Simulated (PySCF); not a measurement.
Stepwise substitution at one centre (Al F-I). Gas-phase values, no solvent. Strings in code marks are SMILES.

The HOMO from two functionals at the same geometries (B3LYP-D3(BJ)/def2-TZVP), both in PySCF: PBE-D3(BJ)/def2-TZVP and B3LYP-D3(BJ)/def2-TZVP. B3LYP has the VWN-RPA correlation part, as in Gaussian. 

```tsv
species	B3LYP-D3(BJ)/def2-TZVP (eV)
0 of 3 F replaced by I	-11.41
1 of 3 F replaced by I (`[F][Al]([F])[I]`)	-8.12
2 of 3 F replaced by I (`[I][Al]([F])[I]`)	-7.75
3 of 3 F replaced by I	-7.47
```

Problem. What does PBE-D3(BJ)/def2-TZVP give for each?

Solution. 
- 0 of 3 F replaced by I: -9.62
- 1 of 3 F replaced by I (`[F][Al]([F])[I]`): -7.21
- 2 of 3 F replaced by I (`[I][Al]([F])[I]`): -6.88
- 3 of 3 F replaced by I: -6.62
Over these rows, drawn at random from the members with no instability flagged (it was tested for open shells, ions and some series alone), PBE minus B3LYP-D3(BJ): mean +1.11 eV, from +0.85 eV to +1.80 eV.
